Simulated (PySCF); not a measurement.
C3H4. Atoms are numbered in the order given.

```xyz
7

C      0.0000     0.0000    -1.3001
C      0.0000     0.0000     0.0000
C      0.0000     0.0000     1.3001
H      0.6550     0.6550    -1.8632
H     -0.6550    -0.6550    -1.8632
H      0.6550    -0.6550     1.8632
H     -0.6550     0.6550     1.8632
```

Geometry optimised at B3LYP-D3(BJ)/def2-TZVP.

The numbers are results of TDDFT-PBE0/def2-SVPD in PySCF 2.14.0, not measurements.

Vertical excitations; the highest root listed may be one member of a degenerate set. Gas-phase values at a fixed geometry. State labels are in the subgroup D2.

| state | symmetry | energy (eV) | λ (nm) | f | main pairs |
|---|---|---|---|---|---|
| S1 | B1 | 6.01 | 206 | 0.000 | HOMO→LUMO 50 %, HOMO−1→LUMO+1 50 % |
| S2 | A | 6.25 | 198 | 0.000 | HOMO−1→LUMO 50 %, HOMO→LUMO+1 50 % |
| S3 | B3 | 7.36 | 169 | 0.022 | HOMO→LUMO+2 (degenerate set) |
| S4 | B2 | 7.36 | 169 | 0.022 | HOMO−1→LUMO+2 (degenerate set) |
| S5 | A | 7.41 | 167 | 0.000 | HOMO→LUMO+1 49 %, HOMO−1→LUMO 49 % |
| S6 | B1 | 8.13 | 152 | 1.152 | HOMO−1→LUMO+1 47 %, HOMO→LUMO 47 % |
| S7 | B3 | 8.35 | 149 | 0.030 | HOMO−1→LUMO+3 (degenerate set) |
| S8 | B2 | 8.35 | 149 | 0.030 | HOMO→LUMO+3 (degenerate set) |
| S9 | B2 | 9.34 | 133 | 0.028 | HOMO−1→LUMO+4 (degenerate set) |
| S10 | B3 | 9.34 | 133 | 0.028 | HOMO→LUMO+4 (degenerate set) |
| T1 | A | 4.59 | 270 | 0 | HOMO→LUMO+1 48 %, HOMO−1→LUMO 48 % |
| T2 | B1 | 4.83 | 257 | 0 | HOMO−1→LUMO+1 49 %, HOMO→LUMO 49 % |
| T3 | A | 5.62 | 221 | 0 | HOMO−1→LUMO 50 %, HOMO→LUMO+1 50 % |
| T4 | B1 | 5.84 | 212 | 0 | HOMO→LUMO 50 %, HOMO−1→LUMO+1 50 % |
Triplets are in the Tamm–Dancoff approximation, which puts them higher than full response would, so one can lie above its singlet here.
